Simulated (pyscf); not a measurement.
Optimised with ωB97X-D3(BJ)/def2-SVP in PySCF. MP2 and CC: frozen core, UHF for open shells. ΔMP2 is the change of the MP2 total energy from the triple- to the quadruple-zeta basis.

### Question
List the bond dissociation enthalpies at 298 K of Cl–AlH–Cl from CCSD(T)/def2-TZVPP + ΔMP2(QZVPP), from the weakest bond up.

### Answer
Al–H to [Cl–Al–Cl]• + H•: 84.5 kcal/mol; Al–Cl to Cl• + [HAl–Cl]•: 118.3 kcal/mol. Ring and multiple bonds, and those that leave no two simple radicals, are not listed. The radicals are drawn with the spin at the cut bond; how far it spreads was not checked. The CCSD(T) − MP2 part came from Ansatz, without density fitting, on the same reference. Left out: the spin-orbit lowering of Cl.
